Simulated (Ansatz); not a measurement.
# BH2S: the cost of one run

Program: Ansatz 0.2.0, Gaussian basis. Level of theory: def2-QZVPP, core rule «outside noble gas», up to 6 orbitals frozen. These are calculated values, not measurements.

To be run: UHF; ROHF; CCSD(T) on UHF.

### 1 What is computed

The geometry is a PBE0/def2-TZVP stationary point (not a proven minimum) of the parent state, kept for this charge and spin.

4 atoms, charge 0, spin multiplicity 2.

Atoms are counted from 1 here; the program's logs count them from 0.

Bond lengths: B1–S2 1.876 Å, B1–H3 1.201 Å, B1–H4 1.201 Å. Angles: S2–B1–H3 115.7°, S2–B1–H4 115.7°, H3–B1–H4 128.7°.

Geometry (Å):

```xyz
4
charge 0, multiplicity 2
B     0.00000    0.00000    1.31637
S     0.00000    0.00000   -0.55929
H     0.00000    1.08249    1.83659
H     0.00000   -1.08249    1.83659
```

### 2 UHF

Input file in.yaml:

```yaml
crystal:
  periodic: [false, false, false]
  atoms:
    - {symbol: B, position_ang: [0.000000, 0.000000, 1.316372]}
    - {symbol: S, position_ang: [0.000000, 0.000000, -0.559290]}
    - {symbol: H, position_ang: [0.000000, 1.082487, 1.836590]}
    - {symbol: H, position_ang: [0.000000, -1.082487, 1.836590]}
basis:
  gaussian: {orbitals: "def2-QZVPP.json"}
magnetization: {spin_polarized: true, initial_magnetization: 1}
hamiltonian: {xc: hf}
output: {orbitals: {seedname: orbitals}}
```

Launch:

```console
ansatz run in.yaml --threads 1 --pin off --events-out ev --progress --plain --max-ram 2393MiB
```

What time and memory should one allow on 1 thread of Arm Neoverse V1, shared host?

About 10 s, with a peak of 0.35 GiB.
